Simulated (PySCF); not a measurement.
Gas-phase XPS of 1,3,5-triazine, computed

1,3,5-triazine, C3H3N3.
SMILES with atom numbers: `[cH:1]1[n:2][cH:3][n:4][cH:5][n:6]1`

The calculation used PySCF 2.14.0, delta-SCF UKS SCAN, pcX-2 on the ionised atom, pcseg-1 elsewhere, spin-free X2C. Binding energies are ΔSCF values: E(core-ionised, relaxed orbitals) − E(ground state) at a fixed geometry, referred to the vacuum level.

List the computed XPS lines with their assignment.

```
 atom(s)                           bonded to  level  binding energy (eV)  count
C1/C3/C5  2 N (aromatic in the SMILES) and H   C 1s               293.27      3
N2/N4/N6        2 C (aromatic in the SMILES)   N 1s               405.65      3
```

Which effective nuclear charge Zeff reproduces each element's mean 1s value in the hydrogen-like formula E = 13.606 eV × Zeff²?

C (Z = 6): mean 293.3 eV, Zeff = 4.64, Z − Zeff = 1.36; N (Z = 7): mean 405.7 eV, Zeff = 5.46, Z − Zeff = 1.54. Means run over the listed sites, weighted by atom count.

Express the binding energy of N 1s of N2 (atom 2)/N4/N6 in atomic units and per mole.

405.65 eV = 14.9074 Eh = 39139 kJ/mol.

Atoms equivalent by their bonding share one computed value, that of the first of them. Isolated species at its GFN2-xTB geometry, gas phase.
